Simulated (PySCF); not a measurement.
# PS: bond curves at several levels of theory, part 2 of 2

PySCF 2.14.0; P def2-TZVPP, S def2-TZVPP; no relativity.

## Step 10: BLYP (GGA)

Log of the SCF at 1.897 Å:

```text
******** <class 'pyscf.dft.uks_symm.SymAdaptedUKS'> ********
method = SymAdaptedUKS
initial guess = minao
damping factor = 0
level_shift factor = 0
DIIS = <class 'pyscf.scf.diis.CDIIS'>
diis_start_cycle = 1
diis_space = 10
diis_damp = 0
SCF conv_tol = 1e-09
SCF conv_tol_grad = None
SCF max_cycles = 60
direct_scf = False
max_memory 2100 MB (current use 634 MB)
number electrons alpha = 16  beta = 15
XC library pyscf.dft.libxc version 7.0.0
    S. Lehtola, C. Steigemann, M. J.T. Oliveira, and M. A.L. Marques.,  SoftwareX 7, 1–5 (2018)
XC functionals = BLYP
    A. D. Becke.,  Phys. Rev. A 38, 3098 (1988)
    C. Lee, W. Yang, and R. G. Parr.,  Phys. Rev. B 37, 785 (1988)
    B. Miehlich, A. Savin, H. Stoll, and H. Preuss.,  Chem. Phys. Lett. 157, 200 (1989)
small_rho_cutoff = 0
Set gradient conv threshold to 3.16228e-05
init E= -739.550020272149
cycle= 1 E= -739.553553036379  delta_E= -0.00353  |g|= 0.0247  |ddm|= 0.141
cycle= 2 E= -739.548512641133  delta_E= 0.00504  |g|= 0.0878  |ddm|= 0.102
cycle= 3 E= -739.554003164033  delta_E= -0.00549  |g|= 0.00745  |ddm|= 0.0735
cycle= 4 E= -739.554023281893  delta_E= -2.01e-05  |g|= 0.00137  |ddm|= 0.00698
cycle= 5 E= -739.554024242684  delta_E= -9.61e-07  |g|= 0.0008  |ddm|= 0.00218
cycle= 6 E= -739.554024636297  delta_E= -3.94e-07  |g|= 0.000214  |ddm|= 0.000811
cycle= 7 E= -739.554024695437  delta_E= -5.91e-08  |g|= 6.28e-05  |ddm|= 0.000417
cycle= 8 E= -739.554024702668  delta_E= -7.23e-09  |g|= 1.53e-05  |ddm|= 0.00015
cycle= 9 E= -739.554024703316  delta_E= -6.48e-10  |g|= 1.77e-06  |ddm|= 6.25e-05
Extra cycle  E= -739.554024703318  delta_E= -1.59e-12  |g|= 1.53e-06  |ddm|= 4.2e-06
converged SCF energy = -739.554024703318  <S^2> = 0.75314028  2S+1 = 2.0031378
```

Re = 1.926 Å, ωe = 704 cm⁻¹, ωexe = 2.63 cm⁻¹, αe = 0.00152 cm⁻¹, Be = 0.2888 cm⁻¹, De = 4.74 eV, μ = -0.61 D.

## Step 11: PW91

The SCF at the reference distance, 1.897 Å, printed:

```text
******** <class 'pyscf.dft.uks_symm.SymAdaptedUKS'> ********
method = SymAdaptedUKS
initial guess = minao
damping factor = 0
level_shift factor = 0
DIIS = <class 'pyscf.scf.diis.CDIIS'>
diis_start_cycle = 1
diis_space = 10
diis_damp = 0
SCF conv_tol = 1e-09
SCF conv_tol_grad = None
SCF max_cycles = 60
direct_scf = False
max_memory 2100 MB (current use 634 MB)
number electrons alpha = 16  beta = 15
XC library pyscf.dft.libxc version 7.0.0
    S. Lehtola, C. Steigemann, M. J.T. Oliveira, and M. A.L. Marques.,  SoftwareX 7, 1–5 (2018)
XC functionals = PW91,PW91
    J. P. Perdew. In P. Ziesche and H. Eschrig, editors, Proceedings of the 75. WE-Heraeus-Seminar and 21st Annual International Symposium on Electronic Structure of Solids, 11. Berlin, 1991. Akademie Verlag.
    J. P. Perdew, J. A. Chevary, S. H. Vosko, K. A. Jackson, M. R. Pederson, D. J. Singh, and C. Fiolhais.,  Phys. Rev. B 46, 6671 (1992)
    J. P. Perdew, J. A. Chevary, S. H. Vosko, K. A. Jackson, M. R. Pederson, D. J. Singh, and C. Fiolhais.,  Phys. Rev. B 48, 4978 (1993)
    J. P. Perdew. In P. Ziesche and H. Eschrig, editors, Proceedings of the 75. WE-Heraeus-Seminar and 21st Annual International Symposium on Electronic Structure of Solids, 11. Berlin, 1991. Akademie Verlag.
    J. P. Perdew, J. A. Chevary, S. H. Vosko, K. A. Jackson, M. R. Pederson, D. J. Singh, and C. Fiolhais.,  Phys. Rev. B 46, 6671 (1992)
    J. P. Perdew, J. A. Chevary, S. H. Vosko, K. A. Jackson, M. R. Pederson, D. J. Singh, and C. Fiolhais.,  Phys. Rev. B 48, 4978 (1993)
small_rho_cutoff = 0
Set gradient conv threshold to 3.16228e-05
init E= -739.52435337961
cycle= 1 E= -739.526140415553  delta_E= -0.00179  |g|= 0.0255  |ddm|= 0.0795
cycle= 2 E= -739.520356213136  delta_E= 0.00578  |g|= 0.0937  |ddm|= 0.106
cycle= 3 E= -739.526628357315  delta_E= -0.00627  |g|= 0.0053  |ddm|= 0.077
cycle= 4 E= -739.526638885202  delta_E= -1.05e-05  |g|= 0.000457  |ddm|= 0.0067
cycle= 5 E= -739.526639035974  delta_E= -1.51e-07  |g|= 0.000345  |ddm|= 0.00085
cycle= 6 E= -739.526639150456  delta_E= -1.14e-07  |g|= 9.8e-05  |ddm|= 0.000459
cycle= 7 E= -739.526639161801  delta_E= -1.13e-08  |g|= 4.78e-05  |ddm|= 0.000181
cycle= 8 E= -739.526639165637  delta_E= -3.84e-09  |g|= 1.5e-05  |ddm|= 0.000107
cycle= 9 E= -739.526639166297  delta_E= -6.6e-10  |g|= 2.45e-06  |ddm|= 6.52e-05
Extra cycle  E= -739.526639166289  delta_E= 8.07e-12  |g|= 4.45e-06  |ddm|= 6.61e-06
converged SCF energy = -739.526639166289  <S^2> = 0.75374842  2S+1 = 2.0037449
```

Re = 1.914 Å, ωe = 728 cm⁻¹, ωexe = 2.57 cm⁻¹, αe = 0.00147 cm⁻¹, Be = 0.2925 cm⁻¹, De = 4.91 eV, μ = -0.56 D. 17 s of CPU time for 12 points, integrals apart.

## Step 12: CAM-B3LYP (range-separated hybrid)

Output of the SCF at 1.897 Å:

```text
******** <class 'pyscf.dft.uks_symm.SymAdaptedUKS'> ********
method = SymAdaptedUKS
initial guess = minao
damping factor = 0
level_shift factor = 0
DIIS = <class 'pyscf.scf.diis.CDIIS'>
diis_start_cycle = 1
diis_space = 10
diis_damp = 0
SCF conv_tol = 1e-09
SCF conv_tol_grad = None
SCF max_cycles = 60
direct_scf = False
max_memory 2100 MB (current use 634 MB)
number electrons alpha = 16  beta = 15
XC library pyscf.dft.libxc version 7.0.0
    S. Lehtola, C. Steigemann, M. J.T. Oliveira, and M. A.L. Marques.,  SoftwareX 7, 1–5 (2018)
XC functionals = CAMB3LYP
    T. Yanai, D. P. Tew, and N. C. Handy.,  Chem. Phys. Lett. 393, 51 (2004)
small_rho_cutoff = 0
Set gradient conv threshold to 3.16228e-05
init E= -739.557007662187
cycle= 1 E= -739.558358009855  delta_E= -0.00135  |g|= 0.00992  |ddm|= 0.102
cycle= 2 E= -739.5583345078  delta_E= 2.35e-05  |g|= 0.0119  |ddm|= 0.0207
cycle= 3 E= -739.558410607367  delta_E= -7.61e-05  |g|= 0.00205  |ddm|= 0.0108
cycle= 4 E= -739.558413190395  delta_E= -2.58e-06  |g|= 0.000423  |ddm|= 0.00248
cycle= 5 E= -739.558413415703  delta_E= -2.25e-07  |g|= 0.000168  |ddm|= 0.00068
cycle= 6 E= -739.558413525312  delta_E= -1.1e-07  |g|= 0.000119  |ddm|= 0.000382
cycle= 7 E= -739.558413616428  delta_E= -9.11e-08  |g|= 7.98e-05  |ddm|= 0.000424
cycle= 8 E= -739.558413695343  delta_E= -7.89e-08  |g|= 3.72e-05  |ddm|= 0.000642
cycle= 9 E= -739.558413709419  delta_E= -1.41e-08  |g|= 1.48e-05  |ddm|= 0.000304
cycle= 10 E= -739.558413711229  delta_E= -1.81e-09  |g|= 5.77e-06  |ddm|= 0.000102
cycle= 11 E= -739.558413711438  delta_E= -2.09e-10  |g|= 2.82e-06  |ddm|= 3.18e-05
Extra cycle  E= -739.558413711443  delta_E= -5.23e-12  |g|= 3.25e-06  |ddm|= 5.94e-06
converged SCF energy = -739.558413711443  <S^2> = 0.75738158  2S+1 = 2.007368
```

Re = 1.884 Å, ωe = 788 cm⁻¹, ωexe = 2.71 cm⁻¹, αe = 0.00137 cm⁻¹, Be = 0.3018 cm⁻¹, De = 4.39 eV, μ = -0.74 D. 46 s of CPU time for 12 points, integrals apart.

## Step 13: ROHF

Output of the SCF at 1.897 Å:

```text
******** <class 'pyscf.scf.hf_symm.SymAdaptedROHF'> ********
method = SymAdaptedROHF
initial guess = minao
damping factor = 0
level_shift factor = 0
DIIS = <class 'pyscf.scf.diis.CDIIS'>
diis_start_cycle = 1
diis_space = 10
diis_damp = 0
SCF conv_tol = 1e-09
SCF conv_tol_grad = None
SCF max_cycles = 60
direct_scf = False
max_memory 2100 MB (current use 686 MB)
num. doubly occ = 15  num. singly occ = 1
Overwritten attributes  get_k get_hcore get_occ get_j get_jk  of <class 'pyscf.scf.hf_symm.SymAdaptedROHF'>
Set gradient conv threshold to 3.16228e-05
init E= -738.263169041329
cycle= 1 E= -738.270535591218  delta_E= -0.00737  |g|= 0.0474  |ddm|= 0.157
cycle= 2 E= -738.271218102361  delta_E= -0.000683  |g|= 0.0203  |ddm|= 0.0496
cycle= 3 E= -738.271448837204  delta_E= -0.000231  |g|= 0.0149  |ddm|= 0.0228
cycle= 4 E= -738.271558473712  delta_E= -0.00011  |g|= 0.00443  |ddm|= 0.0141
cycle= 5 E= -738.271593232089  delta_E= -3.48e-05  |g|= 0.00198  |ddm|= 0.00981
cycle= 6 E= -738.271600693259  delta_E= -7.46e-06  |g|= 0.000875  |ddm|= 0.00412
cycle= 7 E= -738.27160342399  delta_E= -2.73e-06  |g|= 0.000319  |ddm|= 0.00314
cycle= 8 E= -738.271603765523  delta_E= -3.42e-07  |g|= 0.000117  |ddm|= 0.00114
cycle= 9 E= -738.271603788267  delta_E= -2.27e-08  |g|= 1.92e-05  |ddm|= 0.000306
cycle= 10 E= -738.271603789031  delta_E= -7.63e-10  |g|= 4.6e-06  |ddm|= 5.22e-05
Extra cycle  E= -738.271603789057  delta_E= -2.63e-11  |g|= 2.17e-06  |ddm|= 6.52e-06
converged SCF energy = -738.271603789057
```

Re = 1.871 Å, ωe = 827 cm⁻¹, ωexe = 2.45 cm⁻¹, αe = 0.00131 cm⁻¹, Be = 0.3060 cm⁻¹, De = 1.80 eV, μ = -1.09 D.

## Step 14: MP2 and coupled cluster

Reference: ROHF; core orbitals frozen: 10.

The coupled-cluster run at the reference distance, 1.897 Å, printed:

```text
******** <class 'pyscf.cc.uccsd.UCCSD'> ********
CC2 = 0
CCSD nocc = (np.int64(6), np.int64(5)), nmo = (74, 74)
frozen orbitals [[0, 1, 2, 3, 4, 5, 6, 7, 8, 9], [0, 1, 2, 3, 4, 5, 6, 7, 8, 9]]
max_cycle = 80
direct = 0
conv_tol = 1e-07
conv_tol_normt = 1e-05
diis_space = 8
diis_start_cycle = 0
diis_start_energy_diff = 1e+09
max_memory 2100 MB (current use 821 MB)
Init t2, MP2 energy = -0.293614207913486
Init E_corr(UCCSD) = -0.297119130402307
cycle = 1  E_corr(UCCSD) = -0.306452536081217  dE = -0.00933340568  norm(t1,t2) = 0.0977664
cycle = 2  E_corr(UCCSD) = -0.317441951842108  dE = -0.0109894158  norm(t1,t2) = 0.0331537
cycle = 3  E_corr(UCCSD) = -0.317906480486217  dE = -0.000464528644  norm(t1,t2) = 0.0219915
cycle = 4  E_corr(UCCSD) = -0.320273025935201  dE = -0.00236654545  norm(t1,t2) = 0.0111555
cycle = 5  E_corr(UCCSD) = -0.320298318150193  dE = -2.5292215e-05  norm(t1,t2) = 0.00402033
cycle = 6  E_corr(UCCSD) = -0.320089066698234  dE = 0.000209251452  norm(t1,t2) = 0.00165932
cycle = 7  E_corr(UCCSD) = -0.320142304324882  dE = -5.32376266e-05  norm(t1,t2) = 0.000681112
cycle = 8  E_corr(UCCSD) = -0.320142384885827  dE = -8.05609456e-08  norm(t1,t2) = 0.000272817
cycle = 9  E_corr(UCCSD) = -0.320137174958569  dE = 5.20992726e-06  norm(t1,t2) = 0.000107727
cycle = 10  E_corr(UCCSD) = -0.320138689731184  dE = -1.51477262e-06  norm(t1,t2) = 3.70528e-05
cycle = 11  E_corr(UCCSD) = -0.320139040314966  dE = -3.50583782e-07  norm(t1,t2) = 1.39686e-05
cycle = 12  E_corr(UCCSD) = -0.320139047495895  dE = -7.18092896e-09  norm(t1,t2) = 5.1922e-06
UCCSD converged
E(UCCSD) = -738.5917428365531  E_corr = -0.320139047495895
UCCSD(T) correction = -0.0202552418482893
```

Correlation energy (eV) along the bond:

| R (Å) | MP2 | SCS-MP2 | CCSD | CCSD(T) | T1 |
| --- | --- | --- | --- | --- | --- |
| 1.631 | -7.820 | -7.704 | n/a | n/a | n/a |
| 1.707 | -7.887 | -7.773 | -8.534 | -9.014 | 0.021 |
| 1.783 | -7.961 | -7.847 | -8.601 | -9.107 | 0.024 |
| 1.840 | -8.021 | -7.907 | -8.655 | -9.182 | 0.026 |
| 1.897 | -8.082 | -7.969 | -8.711 | -9.263 | 0.029 |
| 1.954 | -8.146 | -8.033 | -8.771 | -9.347 | 0.032 |
| 2.030 | -8.233 | -8.122 | -8.854 | -9.467 | 0.037 |
| 2.125 | -8.344 | -8.237 | -8.963 | -9.626 | 0.044 |
| 2.239 | -8.483 | -8.384 | -9.103 | -9.833 | 0.054 |
| 2.390 | -8.658 | -8.572 | n/a | n/a | n/a |

ROHF-MP2: Re = 1.901 Å, ωe = 764 cm⁻¹, ωexe = 2.65 cm⁻¹, αe = 0.00141 cm⁻¹, Be = 0.2964 cm⁻¹, De = 4.25 eV.

ROHF-SCS-MP2: Re = 1.902 Å, ωe = 763 cm⁻¹, ωexe = 2.75 cm⁻¹, αe = 0.00144 cm⁻¹, Be = 0.2963 cm⁻¹, De = 4.21 eV.

ROHF-CCSD: Re = 1.899 Å, ωe = 766 cm⁻¹, ωexe = 2.73 cm⁻¹, αe = 0.00144 cm⁻¹, Be = 0.2972 cm⁻¹, De = 3.79 eV.

ROHF-CCSD(T): Re = 1.912 Å, ωe = 734 cm⁻¹, ωexe = 2.96 cm⁻¹, αe = 0.00154 cm⁻¹, Be = 0.2930 cm⁻¹, De = 4.10 eV.

## Step 15: All curves

Energy (eV) from each level's lowest point:

| R (Å) | ROHF | ROHF-MP2 | ROHF-SCS-MP2 | ROHF-CCSD | ROHF-CCSD(T) | PBE | PW91 | BLYP | TPSS | r²SCAN | PBE0 | r²SCAN0 | CAM-B3LYP |
| --- | --- | --- | --- | --- | --- | --- | --- | --- | --- | --- | --- | --- | --- |
| 1.631 | 1.679 | 1.941 | 1.944 | n/a | n/a | 1.999 | 1.979 | 2.068 | 1.953 | 1.891 | 1.820 | 1.762 | 1.742 |
| 1.707 | 0.682 | 0.877 | 0.879 | 0.860 | 0.931 | 0.933 | 0.921 | 0.988 | 0.901 | 0.851 | 0.800 | 0.756 | 0.746 |
| 1.783 | 0.165 | 0.286 | 0.286 | 0.275 | 0.320 | 0.326 | 0.320 | 0.362 | 0.307 | 0.274 | 0.243 | 0.216 | 0.212 |
| 1.840 | 0.008 | 0.070 | 0.070 | 0.065 | 0.088 | 0.092 | 0.090 | 0.112 | 0.083 | 0.066 | 0.050 | 0.036 | 0.035 |
| 1.897 | 0.000 | 0.000 | 0.000 | 0.000 | 0.000 | 0.000 | 0.000 | 0.002 | 0.000 | 0.000 | 0.000 | 0.000 | 0.000 |
| 1.954 | 0.106 | 0.043 | 0.042 | 0.047 | 0.022 | 0.017 | 0.019 | 0.000 | 0.026 | 0.044 | 0.061 | 0.075 | 0.075 |
| 2.030 | 0.378 | 0.228 | 0.225 | 0.236 | 0.174 | 0.165 | 0.167 | 0.120 | 0.184 | 0.227 | 0.267 | 0.301 | 0.301 |
| 2.125 | 0.858 | 0.596 | 0.590 | 0.607 | 0.495 | 0.485 | 0.487 | 0.403 | 0.516 | 0.591 | 0.659 | 0.694 | 0.712 |
| 2.239 | 1.551 | 1.150 | 1.136 | 1.159 | 0.981 | 0.984 | 0.986 | 0.857 | 1.024 | 1.121 | 1.195 | 1.190 | 1.249 |
| 2.390 | 2.546 | 1.971 | 1.943 | n/a | n/a | 1.710 | 1.710 | 1.537 | 1.726 | 1.803 | 1.874 | 1.827 | 1.909 |

## Step 16: Results

This closing draws on all 2 parts.

Lowest PBE0 solution found, without spin–orbit coupling: ²Π (doublet), unpaired electrons π ↑. State 2 has its PBE0 minimum 2.09 eV higher. The other levels ran on the lowest alone.

| level | Re (Å) | ωe (cm⁻¹) | De (eV) | μ (D) |
| --- | --- | --- | --- | --- |
| ROHF | 1.871 | 827 | 1.80 | -1.09 |
| ROHF-MP2 | 1.901 | 764 | 4.25 | n/a |
| ROHF-SCS-MP2 | 1.902 | 763 | 4.21 | n/a |
| ROHF-CCSD | 1.899 | 766 | 3.79 | n/a |
| ROHF-CCSD(T) | 1.912 | 734 | 4.10 | n/a |
| PBE | 1.915 | 729 | 4.89 | -0.56 |
| PW91 | 1.914 | 728 | 4.91 | -0.56 |
| BLYP | 1.926 | 704 | 4.74 | -0.61 |
| TPSS | 1.910 | 736 | 4.65 | -0.57 |
| r²SCAN | 1.900 | 757 | 4.58 | -0.59 |
| PBE0 | 1.892 | 776 | 4.50 | -0.66 |
| r²SCAN0 | 1.884 | 795 | 4.27 | -0.69 |
| CAM-B3LYP | 1.884 | 788 | 4.39 | -0.74 |

De is counted to P + S in their ground configurations. A positive dipole means P(−)S(+).

Time per point (s) on 1 thread, shared host (CPU time, shared integrals of 0.24 s apart; correlated levels include their reference; CCSD comes with the CCSD(T) run); the times are rough: ROHF 0.82, ROHF-MP2 1.4, ROHF-SCS-MP2 1.4, ROHF-CCSD(T) 31, PBE 1.5, PW91 1.4, BLYP 0.98, TPSS 2.3, r²SCAN 5.2, PBE0 2.7, r²SCAN0 8.1, CAM-B3LYP 3.9.

What this shows: The methods spread over 0.055 Å in bond length, from ROHF to BLYP. Among the levels with a De in the table, it runs from 1.80 eV (ROHF) to 4.91 eV (PW91).

Correlated steps freeze 10 core orbitals. T1 is 0.029 near the minimum (highest on the curve 0.054), which may point to more than one leading configuration.
